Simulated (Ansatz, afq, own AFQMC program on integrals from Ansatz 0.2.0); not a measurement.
Integrals from Ansatz 0.2.0, then the random walk in our own AFQMC program (afq).

```yaml
crystal:
  periodic: [false, false, false]
  atoms:
    - {symbol: Al, position_ang: [0.000000, -0.090480, 0.880018]}
    - {symbol: O, position_ang: [0.000000, 0.019061, -1.467427]}
    - {symbol: H, position_ang: [0.000000, 1.290545, 1.712902]}
    - {symbol: H, position_ang: [0.000000, 0.828946, -1.977098]}
basis:
  gaussian: {orbitals: cc-pVDZ}
magnetization: {spin_polarized: true, initial_magnetization: 1}
correlation: {method: ccsd_t, electrons: outside_noble_gas, hamiltonian_folder: ham}
```

```sh
$ ansatz run in.yaml --threads 1 --pin off --events-out ev --progress --plain --max-ram 1382MiB
```

Options of the walk:

```
--method phaseless --trial cisd --walkers 60 --populations 1 --least-time 40 --time-step 0.005 --steps-per-block 50 --equilibration-blocks 40 --max-blocks 300 --target-error 0.0008 --factor-cut 1e-05 --start spin_pure --seed 9678 --release-times 0.24,0.51,0.99,1.62,2.4 --release-step 0.03 --release-every 4 --taylor-order 6
```

Times are imaginary, in 1/Eh. The walk had a cap of 1172 s.

afq prints:

```
orbitals 36  electrons 6 5  factors 258 of 395
reference energy -317.87278727 Eh
CCSD correlation -0.26401435 Eh in 17 cycles, weight of the determinant in the CISD state 0.8814
energy of the start -318.136173 Eh
 block  time / (1/Eh)  mean weight  energy / Eh
     1     0.250  0.9989  -318.134516
     2     0.500  1.0004  -318.136874
     3     0.750  1.0004  -318.139271
     4     1.000  0.9991  -318.138233
     5     1.250  1.0012  -318.143198
     8     2.000  1.0006  -318.141504
    17     4.250  0.9976  -318.144971
    41    10.250  0.9993  -318.142494
    65    16.250  1.0016  -318.141049
    89    22.250  0.9975  -318.146842
   113    28.250  1.0014  -318.137970
   137    34.250  1.0026  -318.159895
   145    36.250  0.9978  -318.165397
   161    40.250  1.0014  -318.149981
   185    46.250  1.0008  -318.140550
   201    50.250  0.9980  -318.134558
   209    52.250  0.9985  -318.155406
   233    58.250  1.0027  -318.141722
   257    64.250  0.9995  -318.144884
   281    70.250  0.9991  -318.150994
   305    76.250  1.0019  -318.140409
   329    82.250  1.0011  -318.147293
   337    84.250  0.9996  -318.141168
blocks merged  error / Eh  count
     1  0.000443  300
     2  0.000547  150
     4  0.000643  75
     8  0.000741  37
    16  0.000776  18
    32  0.000652  9
released: time / (1/Eh)  energy / Eh  error  mean overlap
  0.24  -318.145872  0.000600  0.9834
  0.51  -318.144341  0.000800  0.9964
  0.99  -318.147235  0.001543  0.9919
  1.62  -318.145186  0.001836  1.0128
  2.40  -318.151496  0.002607  0.9795
energy -318.144657 +/- 0.000776 Eh
(rows thinned)
```

The run passed its tests (sampling time, drift between the halves within three errors, error under three times the target), which doesn't prove that it has relaxed.

Against this walk (error 21.1 meV) on the same determinant: CCSD(T) 5.0 meV higher (within the noise), CCSDT(Q) 66.3 meV lower. The error is statistical and leaves out the bias of the constraint. Released to 0.99 1/Eh the energy moves by -70 ± 47 meV (both errors), within twice the noise. CCSDT(Q) is the surest value here, so the walk's 66 meV above it is most likely the bias of the constraint with this trial, which can have either sign.

Cautions: constraint bias not in the error.

The walk took 5.8 min on 1 thread of Arm Neoverse V2, on a shared host. The log's last line is the phaseless energy.

CCSDT and higher add their correlation energy to the determinant of the CCSD(T) run, since their own runs factorise the integrals more tightly (a shift of under 2 meV). A walk keeps the symmetry of its determinant, which the program's search chose and which needn't be the lowest solution, so a lower state of the same spin and another symmetry isn't excluded.
